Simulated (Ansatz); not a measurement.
# BH5OS: the cost of one run

Method: PBE0-D4/def2-SVP; program: Ansatz 0.2.0, Gaussian basis.

22 further runs of the same task are left out: 22 set aside as unsound or not needed.

## Step 1: The system as given

The first end: 8 atoms, charge 0, spin multiplicity 1.

Atoms are counted from 1 here; the program's logs count them from 0.

Bond lengths: B1–S2 1.869 Å, B1–H3 1.202 Å, B1–H4 1.195 Å, S2–H7 1.343 Å, H5–O6 0.973 Å, O6–H8 0.965 Å. Angles: S2–B1–H3 110.8°, S2–B1–H4 116.4°, H3–B1–H4 117.9°, B1–S2–H7 98.8°, H5–O6–H8 107.9°.

Geometry (Å):

```xyz
8

B    -0.0907   -0.4055   -0.5292
S     1.5904    0.4107   -0.4859
H     0.0071   -1.5937   -0.3726
H    -0.8520   -0.0120   -1.3620
H    -0.0548    0.5515    1.3675
O    -0.8095    0.1115    0.9394
H     1.2585    1.5914   -1.0327
H    -1.0487   -0.6541    1.4755
```

The second end:

```xyz
8
BH5OS
B    -0.8242   -0.6095   -0.3086
S     1.8280    0.7936    0.2159
H    -0.2264   -1.5962   -0.6420
H    -1.0459    0.2886   -1.0695
H     1.0160    1.8220    0.5033
O    -1.3926   -0.5203    0.9175
H     1.8518    1.1029   -1.0893
H    -1.2067   -1.2811    1.4727
```

## Step 2: The band at PBE0-D4/def2-SVP

Input file neb/in.yaml:

```yaml
crystal:
  periodic: [false, false, false]
  atoms:
    - {symbol: B, position_ang: [-0.090717, -0.405499, -0.529171]}
    - {symbol: S, position_ang: [1.590400, 0.410733, -0.485855]}
    - {symbol: H, position_ang: [0.007099, -1.593719, -0.372590]}
    - {symbol: H, position_ang: [-0.852029, -0.011966, -1.361999]}
    - {symbol: H, position_ang: [-0.054827, 0.551540, 1.367509]}
    - {symbol: O, position_ang: [-0.809549, 0.111544, 0.939353]}
    - {symbol: H, position_ang: [1.258471, 1.591403, -1.032728]}
    - {symbol: H, position_ang: [-1.048747, -0.654135, 1.475481]}
basis:
  gaussian: {orbitals: def2-SVP}
hamiltonian: {xc: pbe0, dispersion: d4}
neb:
  images: 5
  climbing: true
  max_iterations: 40
  initial_path: idpp
  final_atoms:
    - {symbol: B, position_ang: [-0.824225, -0.609499, -0.308597]}
    - {symbol: S, position_ang: [1.828027, 0.793561, 0.215881]}
    - {symbol: H, position_ang: [-0.226369, -1.596191, -0.641979]}
    - {symbol: H, position_ang: [-1.045851, 0.288569, -1.069486]}
    - {symbol: H, position_ang: [1.016044, 1.822033, 0.503270]}
    - {symbol: O, position_ang: [-1.392624, -0.520334, 0.917516]}
    - {symbol: H, position_ang: [1.851781, 1.102884, -1.089298]}
    - {symbol: H, position_ang: [-1.206681, -1.281122, 1.472694]}
```

Launch:

```
$ ansatz run in.yaml --threads 2 --pin off --events-out ev --progress --plain --max-ram 4352MiB
```

**Question.** How long does this run take on 2 threads of Intel Xeon Platinum 8488C, shared host?

About 2.1 min.
